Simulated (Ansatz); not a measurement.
# OF2 (singlet): from Hartree-Fock to the top rungs, 6-31G*

An exercise on one series of results from a longer session: the logs are not shown, and one member is left open.

Computed with Ansatz 0.2.0, Gaussian basis. Level: 6-31G*, core rule «outside noble gas», up to 3 orbitals frozen.

The runs, in order: UHF; CCSD(T) on RHF; CCSD(T) on UHF; BCCD(T) on RHF; CISD; CCSDT(Q) on RHF; CCSDT(Q) on UHF; CASSCF and MRCISD+Q, 20 electrons in 12 orbitals; CASSCF and NEVPT2, 20 electrons in 12 orbitals.

18 further runs of the same task are left out: 1 that didn't finish, 17 set aside as unsound or not needed.

## The system

The geometry is an MP2(full)/6-31G* stationary point (not a proven minimum).

3 atoms, charge 0, spin multiplicity 1.

Atoms are counted from 1 here; the program's logs count them from 0.

Bond lengths: F1–O2 1.423 Å, O2–F3 1.423 Å. Angles: F1–O2–F3 102.6°.

Set-up of the first run:

File in.yaml:

```yaml
crystal:
  periodic: [false, false, false]
  atoms:
    - {symbol: F, position_ang: [0.000000, 1.110576, -0.263599]}
    - {symbol: O, position_ang: [0.000000, 0.000000, 0.626020]}
    - {symbol: F, position_ang: [0.000000, -1.110576, -0.263599]}
basis:
  gaussian: {orbitals: "6-31G*"}
magnetization: {spin_polarized: true, initial_magnetization: 0}
hamiltonian: {xc: hf}
output: {orbitals: {seedname: orbitals}}
```

On the command line:

```
ansatz run in.yaml --threads 1 --pin off --events-out ev --progress --plain --max-ram 3956MiB --backend cpu
```

Among the steps run: UHF; CCSD(T) on RHF; CCSD(T) on UHF; BCCD(T) on RHF; CISD; CCSDT(Q) on RHF; CCSDT(Q) on UHF; CASSCF and MRCISD+Q, 20 electrons in 12 orbitals; CASSCF and NEVPT2, 20 electrons in 12 orbitals.

One of the session's tables, all rows but one given; the rest of the session is left out.

| method | from RCCSDT(Q) (meV) |
| --- | --- |
| RHF | +15701.5 |
| UHF | +15662.1 |
| RMP2 | +770.8 |
| CISD | +2152.6 |
| RCCSD | +550.9 |
| RCCSD(T) | ? |
| BCCD(T) | +85.4 |
| RCCSDT | +73.2 |
| RCCSDT(Q) | 0 |
| CASSCF valence | +12008.3 |
| NEVPT2 valence | +1758.7 |
| MRCISD valence | +1156.7 |
| MRCISD+Q valence | +215.8 |

**Question.** Estimate the row for RCCSD(T).

**Answer.** from RCCSDT(Q) (meV): +86.8. In the column «from RCCSDT(Q) (meV)» it lies between BCCD(T) (+85.4) and MRCISD+Q valence (+215.8).

Limits of these values: Warnings: restricted reference is unstable; spin contamination.
